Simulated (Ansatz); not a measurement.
A made-up structure of CH5BN, doublet:

```xyz
8
angstrom
B 0.2339 0.3699 0.2571
C -1.0070 0.5619 -0.5622
N 0.8613 -0.8125 0.3970
H -1.4249 -0.2724 -1.0652
H -1.4568 1.5189 -0.6349
H 0.7475 1.2233 0.8319
H 1.6921 -0.9243 0.9497
H 0.4960 -1.6282 -0.0647
```

It is relaxed with PBE-D4/def2-SVP and then PBE0-D4/def2-TZVP (Ansatz 0.2.0). Atoms count as bonded within 1.22 times the sum of their covalent radii (H–H: 0.88 Å). The end point is not checked to be a true minimum.

(1) Does its bonding change? (Judge from chemistry; the calculation decides.)

## Answers

(1) Computed: No: no bond forms or breaks.

Where it ends: The first stage lowers the energy by 0.34 eV in 5 steps. It ends as CH₅BN ([CH2][BH][NH2]):
B1  (0.260, 0.402, 0.283)
C2  (-1.006, 0.569, -0.560)
N3  (0.878, -0.848, 0.400)
H4  (-1.477, -0.252, -1.097)
H5  (-1.515, 1.521, -0.675)
H6  (0.759, 1.325, 0.865)
H7  (1.710, -1.000, 0.943)
H8  (0.533, -1.679, -0.052)
(Å)

Labels in which every atom is bracketed show which atoms are joined, not bond orders.

For scale, one of the runs: PBE0-D4/def2-TZVP relaxation, 123 basis functions, launched by `ansatz run in.yaml --threads 2 --pin off --events-out ev --progress --plain --max-ram 4352MiB`. Hardware: 2 CPU threads of an Intel Xeon, shared host. Wall time about 10 s.
